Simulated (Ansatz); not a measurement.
The inner images of a band of BClH2O + H2 (7 atoms, charge 0, multiplicity 1) are given out of order.

Computed with Ansatz, RKS r2SCAN/def2-SVP.

Image 0:

```xyz
7
Properties=species:S:1:pos:R:3
B -0.044 -0.533 0.128
O -0.046 -0.768 1.449
H -0.932 -0.755 1.841
H 0.997 -0.518 -0.469
Cl -1.562 -0.248 -0.748
H -0.349 2.618 0.666
H 0.107 2.465 1.253
```

Image 8:

```xyz
7
Properties=species:S:1:pos:R:3
B 0.030 0.415 -0.048
O -0.088 0.300 1.612
H -0.494 -0.565 1.798
H 0.816 -0.461 -0.320
Cl -1.698 0.055 -0.603
H 0.359 1.566 -0.208
H -0.754 0.952 1.890
```

Task: Put them in order from the first end to the last, with their energies above the first end.
A.
```xyz
7
Properties=species:S:1:pos:R:3
B -0.068 -0.030 0.221
O -0.051 -0.364 1.560
H -0.950 -0.398 1.914
H 0.960 0.004 -0.404
Cl -1.605 -0.156 -0.694
H -0.066 1.778 0.415
H -0.048 1.427 1.108
```
B.
```xyz
7
Properties=species:S:1:pos:R:3
B -0.068 -0.385 0.165
O -0.062 -0.641 1.483
H -0.949 -0.724 1.863
H 0.972 -0.238 -0.414
Cl -1.597 -0.268 -0.733
H -0.206 2.405 0.560
H 0.082 2.113 1.197
```
C.
```xyz
7
Properties=species:S:1:pos:R:3
B 0.029 0.401 -0.051
O -0.083 0.209 1.613
H -0.769 -0.475 1.729
H 0.891 -0.379 -0.373
Cl -1.663 -0.104 -0.610
H 0.241 1.588 -0.161
H -0.473 1.022 1.974
```
D.
```xyz
7
Properties=species:S:1:pos:R:3
B -0.060 0.238 0.123
O -0.051 -0.126 1.637
H -0.968 -0.309 1.899
H 0.967 -0.044 -0.432
Cl -1.619 -0.169 -0.687
H -0.035 1.581 0.334
H -0.062 1.090 1.248
```
E.
```xyz
7
Properties=species:S:1:pos:R:3
B -0.006 0.391 -0.058
O -0.081 0.095 1.605
H -0.959 -0.314 1.735
H 0.929 -0.261 -0.450
Cl -1.649 -0.231 -0.628
H 0.079 1.600 -0.075
H -0.141 0.982 1.991
```
F.
```xyz
7
Properties=species:S:1:pos:R:3
B -0.042 0.348 -0.019
O -0.057 -0.009 1.640
H -0.967 -0.274 1.868
H 0.952 -0.151 -0.467
Cl -1.646 -0.204 -0.672
H -0.002 1.571 0.150
H -0.065 0.980 1.621
```
G.
```xyz
7
Properties=species:S:1:pos:R:3
B -0.071 -0.244 0.194
O -0.057 -0.519 1.512
H -0.944 -0.569 1.897
H 0.961 -0.079 -0.395
Cl -1.603 -0.189 -0.711
H -0.116 2.087 0.472
H 0.003 1.775 1.151
```

Result: B (+0.4 kcal/mol), G (+3.5 kcal/mol), A (+16.8 kcal/mol), D (+40.4 kcal/mol), F (+25.8 kcal/mol), E (+18.5 kcal/mol), C (+17.8 kcal/mol).

The run took 3.8 min on 1 thread of Arm Neoverse V1, on a shared host, peak memory 0.12 GiB.
